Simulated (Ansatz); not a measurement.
Molecule: C$_{2}$H$_{6}$N, net charge -1, singlet state. It need not be the lowest isomer of its formula. Whether it binds its extra electron was not tested at this geometry. 
Structure (B3LYP-D3(BJ)/def2-TZVP (Ansatz, an electronic-structure program) minimum search):
```
C
H 1 1.1083
N 1 1.4147 2 109.07
H 3 1.0279 1 106.51 2 172.74
H 1 1.1371 2 103.57 3 125.68
C 1 1.5597 2 105.68 5 108.68
H 6 1.0958 1 109.43 2 66.38
H 6 1.0969 7 107.39 1 -118.76
H 6 1.1074 7 109.20 8 -116.87
```
Charge -1, spin multiplicity 1.

Parts of the frozen-core correlation energy in cc-pwCVTZ (Ansatz, hartree). Frozen orbitals: 3; correlated occupied orbitals by spin: 10 and 10; virtual: 200 and 200. No spin-orbit coupling. No relativistic terms.

```
term                            value
-------------------------  ----------
reference (HF)             -133.62516
MP2 opposite-spin                 ___
MP2 same-spin                     ___
CCSD correlation             -0.62731
(T)                               ___
T1 diagnostic                   0.015
largest doubles amplitude       0.018
```

**Question.** Fill in the missing entries.

**Answer.** 
- MP2 opposite-spin, value: -0.46295
- MP2 same-spin, value: -0.13775
- (T), value: -0.02639
